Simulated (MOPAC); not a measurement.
MOPAC input (PM6):

```
PM6 1SCF UHF MS=0.5 GEO-OK AUX(PRECISION=9) THREADS=1
C5H4N

N    -0.00604726 1    0.07245881 1    1.41596088 1
C     0.00611832 1    0.05420329 1   -1.33253835 1
C     0.00075354 1    1.15688179 1    0.73845087 1
C    -0.00725914 1   -1.10497655 1    0.76438931 1
C    -0.00124318 1   -1.14569099 1   -0.61962459 1
C     0.00728081 1    1.26242812 1   -0.64570663 1
H     0.01090499 1    0.04443784 1   -2.41599051 1
H    -0.01307795 1   -2.00605563 1    1.36507020 1
H    -0.00227616 1   -2.09704255 1   -1.13399480 1
H     0.01287787 1    2.21437463 1   -1.15663470 1
```

Output:

```
 *******************************************************************************
 **                                                                           **
 **                              MOPAC v23.2.5                                **
 **                                                                           **
 *******************************************************************************
 ** MOPAC's Digital Object Identifier: https://doi.org/10.5281/zenodo.6511958 **
 **                                                                           **
 ** Please cite the open-source release paper for use of this MOPAC version:  **
 ** J. E. Moussa and J. J. P. Stewart (2026)                                  **
 ** MOPAC: An open-source semiempirical molecular orbital program             **
 ** J. Open Source Softw., 11(119), 8025, https://doi.org/10.21105/joss.08025 **
 *******************************************************************************

                              PM6 CALCULATION RESULTS

 *******************************************************************************
 *  PM6        - The PM6 Hamiltonian to be used
 *  GEO-OK     - OVERRIDE INTERATOMIC DISTANCE AND OTHER SAFETY CHECKS
 *  UHF        - UNRESTRICTED HARTREE-FOCK CALCULATION
 *  MS=        - IN MECI, MAGNETIC COMPONENT OF SPIN =  0.5
 *  1SCF       - DO 1 SCF AND THEN STOP
 *  AUX        - OUTPUT AUXILIARY INFORMATION
 *******************************************************************************
PM6 1SCF UHF MS=0.5 GEO-OK AUX(PRECISION=9) THREADS=1
 C5H4N

   ATOM   CHEMICAL          X               Y               Z
  NUMBER   SYMBOL      (ANGSTROMS)     (ANGSTROMS)     (ANGSTROMS)

     1       N         -0.00604726  *   0.07245881  *   1.41596088  *
     2       C          0.00611832  *   0.05420329  *  -1.33253835  *
     3       C          0.00075354  *   1.15688179  *   0.73845087  *
     4       C         -0.00725914  *  -1.10497655  *   0.76438931  *
     5       C         -0.00124318  *  -1.14569099  *  -0.61962459  *
     6       C          0.00728081  *   1.26242812  *  -0.64570663  *
     7       H          0.01090499  *   0.04443784  *  -2.41599051  *
     8       H         -0.01307795  *  -2.00605563  *   1.36507020  *
     9       H         -0.00227616  *  -2.09704255  *  -1.13399480  *
    10       H          0.01287787  *   2.21437463  *  -1.15663470  *

          CARTESIAN COORDINATES

    NO.       ATOM           X           Y           Z

     1         N         -0.0060      0.0725      1.4160
     2         C          0.0061      0.0542     -1.3325
     3         C          0.0008      1.1569      0.7385
     4         C         -0.0073     -1.1050      0.7644
     5         C         -0.0012     -1.1457     -0.6196
     6         C          0.0073      1.2624     -0.6457
     7         H          0.0109      0.0444     -2.4160
     8         H         -0.0131     -2.0061      1.3651
     9         H         -0.0023     -2.0970     -1.1340
    10         H          0.0129      2.2144     -1.1566

 General Reference for PM6:
 "Optimization of Parameters for Semiempirical Methods V: Modification of NDDO Approximations
 and Application to 70 Elements", J. J. P. Stewart, J. Mol. Mod., 13, 1173-1213 (2007)
 URL: https://link.springer.com/article/10.1007/s00894-007-0233-4

           Empirical Formula: C5 H4 N  =    10 atoms

      MOLECULAR POINT GROUP   :   Cs

          UHF CALCULATION, NO. OF ALPHA ELECTRONS =   15
                           NO. OF BETA  ELECTRONS =   14

 -------------------------------------------------------------------------------
 PM6 1SCF UHF MS=0.5 GEO-OK AUX(PRECISION=9) THREADS=1
 C5H4N

     1SCF WAS SPECIFIED, SO BFGS WAS NOT USED
     SCF FIELD WAS ACHIEVED

                              PM6 CALCULATION
                                                       MOPAC v23.2.5 Linux

          FINAL HEAT OF FORMATION =         82.74427 KCAL/MOL =     346.20203 KJ/MOL

          COSMO AREA              =        113.38 SQUARE ANGSTROMS
          COSMO VOLUME            =        101.67 CUBIC ANGSTROMS

          IONIZATION POTENTIAL    =          9.755954 EV
          ALPHA SOMO LUMO (EV)    =         -9.756 -0.410
          BETA  SOMO LUMO (EV)    =        -10.344 -0.419
          NO. OF ALPHA ELECTRONS  =         15
          NO. OF BETA  ELECTRONS  =         14
          MOLECULAR WEIGHT        =         78.0933         POINT GROUP:  Cs

          MOLECULAR DIMENSIONS (Angstroms)

            Atom       Atom       Distance
            H    10    H     8     4.91647
            H     7    N     1     3.30387
            C     6    C     3     0.00000

          SCF CALCULATIONS        =          1

   ATOM   CHEMICAL          X               Y               Z
  NUMBER   SYMBOL      (ANGSTROMS)     (ANGSTROMS)     (ANGSTROMS)

     1       N         -0.00604726  *   0.07245881  *   1.41596088  *
     2       C          0.00611832  *   0.05420329  *  -1.33253835  *
     3       C          0.00075354  *   1.15688179  *   0.73845087  *
     4       C         -0.00725914  *  -1.10497655  *   0.76438931  *
     5       C         -0.00124318  *  -1.14569099  *  -0.61962459  *
     6       C          0.00728081  *   1.26242812  *  -0.64570663  *
     7       H          0.01090499  *   0.04443784  *  -2.41599051  *
     8       H         -0.01307795  *  -2.00605563  *   1.36507020  *
     9       H         -0.00227616  *  -2.09704255  *  -1.13399480  *
    10       H          0.01287787  *   2.21437463  *  -1.15663470  *

                             CARTESIAN COORDINATES

   1    N       -0.006047260     0.072458810     1.415960880
   2    C        0.006118320     0.054203290    -1.332538350
   3    C        0.000753540     1.156881790     0.738450870
   4    C       -0.007259140    -1.104976550     0.764389310
   5    C       -0.001243180    -1.145690990    -0.619624590
   6    C        0.007280810     1.262428120    -0.645706630
   7    H        0.010904990     0.044437840    -2.415990510
   8    H       -0.013077950    -2.006055630     1.365070200
   9    H       -0.002276160    -2.097042550    -1.133994800
  10    H        0.012877870     2.214374630    -1.156634700

           Empirical Formula: C5 H4 N  =    10 atoms

      MOLECULAR POINT GROUP   :   Cs

          ALPHA EIGENVALUES
 -33.26731 -28.20389 -26.69888 -22.81065 -21.98133 -17.90340 -16.71132 -16.08315
 -14.93988 -14.45666 -13.83262 -11.42817 -11.15333 -10.40256  -9.75595  -0.40958
  -0.08670   2.31746   3.28441   3.89860   4.01119   4.27379   4.83691   5.16445
   5.37101   5.50610   5.60017   6.07809

           BETA EIGENVALUES
 -33.23996 -28.17755 -26.54193 -22.70852 -21.71964 -17.74803 -16.57112 -15.89273
 -14.82905 -14.26377 -13.65377 -11.21456 -10.68804 -10.34368  -0.41943  -0.33331
   0.13084   2.52333   3.56842   4.01113   4.05244   4.35989   4.88024   5.28772
   5.42844   5.55047   5.62219   6.43851

              NET ATOMIC CHARGES AND DIPOLE CONTRIBUTIONS

  ATOM NO.   TYPE          CHARGE      No. of ELECS.   s-Pop       p-Pop
    1          N          -0.291416        5.2914     1.64619     3.64522
    2          C          -0.037320        4.0373     1.10471     2.93261
    3          C           0.150923        3.8491     1.20283     2.64625
    4          C           0.057709        3.9423     1.10557     2.83672
    5          C          -0.287212        4.2872     1.10991     3.17730
    6          C          -0.266876        4.2669     1.11193     3.15494
    7          H           0.152764        0.8472     0.84724
    8          H           0.166791        0.8332     0.83321
    9          H           0.173733        0.8263     0.82627
   10          H           0.180905        0.8191     0.81910
 DIPOLE           X         Y         Z       TOTAL
 POINT-CHG.     0.005    -1.017    -1.944     2.194
 HYBRID         0.003    -0.163    -0.769     0.786
 SUM            0.008    -1.180    -2.713     2.959

          ATOMIC ORBITAL ELECTRON POPULATIONS

     Atom    s        px        py        pz
    1  N   1.64619   1.17452   1.04605   1.42465
    2  C   1.10471   0.91967   0.95169   1.06125
    3  C   1.20283   0.82858   0.95164   0.86603
    4  C   1.10557   0.91680   0.96819   0.95173
    5  C   1.10991   1.08104   1.07140   1.02486
    6  C   1.11193   1.07939   1.06794   1.00761
    7  H   0.84724
    8  H   0.83321
    9  H   0.82627
   10  H   0.81910

                    (SZ)    =    0.500000
                    (S**2)  =    0.784252

          ATOMIC ORBITAL SPIN POPULATIONS

    Atom   Total    s     px     py     pz
         Atomic
    1  N -0.0495  0.040 -0.073 -0.014 -0.002
    2  C  0.1188  0.008  0.076  0.024  0.011
    3  C  0.9285  0.186  0.111  0.387  0.244
    4  C  0.1951  0.021  0.089  0.062  0.023
    5  C -0.1177 -0.005 -0.099 -0.008 -0.006
    6  C -0.0833  0.005 -0.104 -0.007  0.023
    7  H  0.0011  0.001
    8  H -0.0059 -0.006
    9  H  0.0089  0.009
   10  H  0.0040  0.004

 **********************
 *                    *
 * JOB ENDED NORMALLY *
 *                    *
 **********************

 == MOPAC DONE ==
```
